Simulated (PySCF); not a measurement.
Oxygen: a sound run and one with changed settings

Sound run: O [He] 2s2 2p4, O+ [He] 2s2 2p3. Calculation: PySCF 2.14, in x2c-TZVPall (5s3p2d1f, 31 functions); the spin-free X2C one-electron Hamiltonian (Gaussian nucleus). The sound run starts from symmetry-adapted Hartree-Fock orbitals and uses a fine grid where one is needed.

Changed run: 6 angular points. This setting is unsound on purpose.

```csv
species,method,sound run (hartree),changed run (hartree),converged
O,UHF,-74.86787,-74.86787,yes
O,LDA,-74.57731,-75.59548,yes
O,r2SCAN,-75.11159,-76.56242,yes
O+,UHF,-74.42662,-74.42662,yes
O+,LDA,-74.06446,-74.82875,yes
O+,r2SCAN,-74.60909,-75.70200,yes
```

Ionisation energy of O:

```tsv
method	sound run (eV)	changed run (eV)
UHF	12.007	12.007
```

A coarse angular grid integrates products of high-l functions wrongly, so density functionals can shift, and the SCF can exploit the error; Hartree-Fock and MP2 need no grid.

For comparison, NIST gives 13.618 eV between the lowest levels.
